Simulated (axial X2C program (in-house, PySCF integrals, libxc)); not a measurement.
**Nuclear properties of AlN⁻**

Calculated with an axial X2C code built on PySCF integrals: two-component X2C with atomic mean-field Coulomb and Gaunt terms, Gaussian nuclei, basis Al dyall-av3z, N dyall-av3z with contracted cores.

R = 1.718 Å (near the PBE0 minimum at charge -1 of the determinant lowest at the starting distance; the state shown can have its own minimum elsewhere).

Determinant lowest in the PBE0 search, Ω = 1/2 (⟨Sz⟩ = 0.50, ⟨Lz⟩ = 0.00 at PBE0), spin on the atoms Al -0.01, N 0.51:

```json
{"level": "PBE0", "Eeff magnitude (GV/cm)": "0.000519", "Ws magnitude Al (kHz)": "0.00875", "Ws magnitude N (kHz)": "0.0105", "A∥/gI Al (MHz)": "-104", "qzz Al (a.u.)": "-0.50", "A∥/gI N (MHz)": "174", "qzz N (a.u.)": "0.76"}
{"level": "HF", "Eeff magnitude (GV/cm)": "0.0149", "Ws magnitude Al (kHz)": "0.00209", "Ws magnitude N (kHz)": "0.0157", "A∥/gI Al (MHz)": "-170", "qzz Al (a.u.)": "-0.55", "A∥/gI N (MHz)": "307", "qzz N (a.u.)": "0.68"}
{"level": "B3LYP", "Eeff magnitude (GV/cm)": "0.00456", "Ws magnitude Al (kHz)": "0.0122", "Ws magnitude N (kHz)": "0.00997", "A∥/gI Al (MHz)": "-80.4", "qzz Al (a.u.)": "-0.51", "A∥/gI N (MHz)": "188", "qzz N (a.u.)": "0.76"}
{"level": "PBE50", "Eeff magnitude (GV/cm)": "0.0184", "Ws magnitude Al (kHz)": "0.00241", "Ws magnitude N (kHz)": "0.0131", "A∥/gI Al (MHz)": "-118", "qzz Al (a.u.)": "-0.57", "A∥/gI N (MHz)": "203", "qzz N (a.u.)": "0.84"}
{"level": "PBE", "Eeff magnitude (GV/cm)": "0.0221", "Ws magnitude Al (kHz)": "0.0232", "Ws magnitude N (kHz)": "0.00742", "A∥/gI Al (MHz)": "-32.6", "qzz Al (a.u.)": "-0.43", "A∥/gI N (MHz)": "149", "qzz N (a.u.)": "0.60"}
```

Eeff is the effective electric field on the electron electric dipole moment in this Ω state and Ws the scalar–pseudoscalar constant of the nucleus named (defined with the proton number Z and per Ω); A∥ (defined per Ω) follows by multiplying with gI = μI/(I μN); qzz is the electric field gradient, eQq0 = 234.96 MHz × Q/barn × qzz. The operators were transformed with the bare-nucleus X2C matrices; with these basis sets, hyperfine constants and field gradients can be off by tens of per cent, and where levels differ in sign neither size nor sign is settled.

**Question.** With Q(27Al) = 0.1466 barn, Q(14N) = 0.02044 barn (Q from Pyykkö, Mol. Phys. 2018), turn the PBE0 values of the first state into constants in MHz.

**Answer.** eQq0(27Al) = 234.96 × (0.1466) × (-0.50) = -17.2 MHz; eQq0(14N) = 234.96 × (0.02044) × (0.76) = 3.65 MHz.

Each state is one determinant with collinear spin. Unrestricted Hartree–Fock can overshoot spin polarisation at the nuclei. In the state Ω = 1/2 the sign of Eeff differs between levels (B3LYP, PBE against PBE0). For an anion, determinants above electron detachment, or with a positive highest level, are held by the basis set. Where Eeff spreads by more than a factor of two the levels disagree and none is to be relied on. At HF, PBE50 a later determinant lies lower. States lie within half an eV, so the first need not be the ground state. The sign of Ws at Al differs between levels in the first state. Further determinants of the search, some of them spin-mixed, are not shown. Where a field gradient or hyperfine factor spreads by more than a factor of two over the levels, a constant derived from it is not to be relied on.
